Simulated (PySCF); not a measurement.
## Atomization energy of N2O, singlet, from cheap to dear

Geometry (MP2(full)/6-31G*, from the G2/97 set):

```tsv
atom	x (Å)	y (Å)	z (Å)
N	0.0000	0.0000	-1.1781
N	0.0000	0.0000	-0.0070
O	0.0000	0.0000	1.1851
```

Measured, as an electronic atomization energy: 270.6 kcal/mol (G2/97 heats of formation of molecule and atoms, with zero-point and thermal terms from B3LYP taken off; Curtiss et al., J. Chem. Phys. 106, 1063 (1997), Staroverov et al., J. Chem. Phys. 119, 12129 (2003)). The measured value holds scalar relativity and spin–orbit coupling, which all computed ones lack, and core correlation, which the wave-function levels lack. Atoms are taken at the same level; beside RHF, RMP2 and RCC rows they are unrestricted. PySCF 2.14.0; the 6-31G* set has Cartesian d functions; a miss is computed less measured; times are wall times on shared hosts and scatter by a factor of two or so; they hold the correlated step alone (with one SCF for RCCSD(T)), and functionals start from a converged Hartree–Fock density. B3LYP has the VWN-RPA form, and B2PLYP's MP2 part freezes the cores. A small miss in a small set is a cancellation of the method's error against the basis error.

| level | basis | miss (kcal/mol) | time of the run | hardware |
| --- | --- | --- | --- | --- |
| RHF | STO-3G | -299.4 | – | – |
| RMP2 | STO-3G | -136.2 | – | – |
| RCCSDT(Q) | STO-3G | -135.6 | 1.5 s | 1 CPU thread |
| RHF | 6-31G | -273.1 | – | – |
| UHF | 6-31G | -267.6 | – | – |
| RMP2 | 6-31G | -79.5 | – | – |
| RCCSD(T) | 6-31G | -101.6 | 0.39 s | 1 CPU thread |
| UCCSD(T) | 6-31G | -103.6 | 0.98 s | 1 CPU thread |
| RCCSDT(Q) | 6-31G | -99.6 | 28 s | 1 CPU thread |
| r2SCAN | 6-31G | -51.2 | 4.3 s | 1 CPU thread |
| B3LYP | 6-31G | -51.2 | 3 s | 1 CPU thread |
| B2PLYP | 6-31G | -63.0 | 2.9 s | 1 CPU thread |
| RHF | cc-pVDZ | -202.9 | – | – |
| UHF | cc-pVDZ | -201.5 | – | – |
| RMP2 | cc-pVDZ | -14.8 | – | – |
| RCCSD(T) | cc-pVDZ | -40.9 | 1.1 s | 1 CPU thread |
| UCCSD(T) | cc-pVDZ | -42.0 | 5.5 s | 1 CPU thread |
| PBE | cc-pVDZ | 37.5 | 3.7 s | 1 CPU thread |
| r2SCAN | cc-pVDZ | -1.7 | 7.7 s | 1 CPU thread |
| B3LYP | cc-pVDZ | -1.4 | 4.3 s | 1 CPU thread |
| wB97M-V | cc-pVDZ | -5.3 | 19 s | 1 CPU thread |
| B2PLYP | cc-pVDZ | -8.2 | 4.4 s | 1 CPU thread |
| RMP2 | 6-31G* | -13.2 | – | – |
| RCCSDT(Q) | 6-31G* | -38.6 | 7.7 min | 1 CPU thread |
| PBE | 6-31G* | 36.6 | 3.8 s | 1 CPU thread |
| r2SCAN | 6-31G* | -2.2 | 8.3 s | 1 CPU thread |
| B3LYP | 6-31G* | -2.1 | 4.1 s | 1 CPU thread |
| wB97M-V | 6-31G* | -6.1 | 20 s | 1 CPU thread |
| B2PLYP | 6-31G* | -8.1 | 4.5 s | 1 CPU thread |
| RHF | cc-pVTZ | -194.5 | 13 s | 1 CPU thread |
| RMP2 | cc-pVTZ | 8.6 | – | – |
| UMP2 | cc-pVTZ | -12.3 | – | – |
| UCCSD(T) | cc-pVTZ | -20.0 | 2.3 min | 1 CPU thread |
| PBE | cc-pVTZ | 39.7 | 9.6 s | 1 CPU thread |
| r2SCAN | cc-pVTZ | 2.6 | 24 s | 1 CPU thread |
| B3LYP | cc-pVTZ | 2.2 | 12 s | 1 CPU thread |
| wB97M-V | cc-pVTZ | -2.5 | 42 s | 1 CPU thread |
| RHF | cc-pVQZ | -193.6 | – | – |
| UHF | cc-pVQZ | -192.2 | – | – |
| RCCSD(T) | cc-pVQZ | -10.2 | 5 min | 1 CPU thread |

HF's time is that of a plain UHF run. A dash: the level came out of a higher level's run.

A composite of the best parts (restricted reference, at this geometry, which isn't the minimum of the high levels):

| part | kcal/mol |
| --- | --- |
| Hartree–Fock limit (T, Q; exp(−5.46 √X)) | 77.27 |
| CCSD(T) correlation limit (T, Q; X⁻³) | 189.13 |
| CCSDT − CCSD(T) (DZ) | -0.62 |
| (Q) (DZ) | 2.56 |
| sum | 268.3 |
| sum less measured | -2.2 |
